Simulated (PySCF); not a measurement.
Al(Cl)3 cation (AlCl3), SMILES [Cl][Al]([Cl])[Cl] (connectivity only; charge and spin as stated), charge +1, multiplicity 2.

Geometry optimised at B3LYP-D3(BJ)/def2-SVP. The spin state was assumed, not searched. The isomer is the one that the SMILES or the coordinates give; other isomers of the formula were not compared.

All values below come from C-PCM-B3LYP/def2-SVP (PySCF).

The values are the electrostatic part of the solvation free energy, E(continuum) − E(gas) at the gas-phase geometry, in a cavity of scaled van der Waals radii (PySCF's table); cavitation and dispersion terms are not included. A continuum can't describe solvent molecules that bind to the metal.

Computed values in water (ε = 78.36), cyclohexanone (ε = 15.62), N,N-dimethylformamide (ε = 37.22):
```csv
solvent,ε,ΔG(elec) (kcal/mol)
water,78.36,-64.3
cyclohexanone,15.62,-60.8
"N,N-dimethylformamide",37.22,-63.3
```
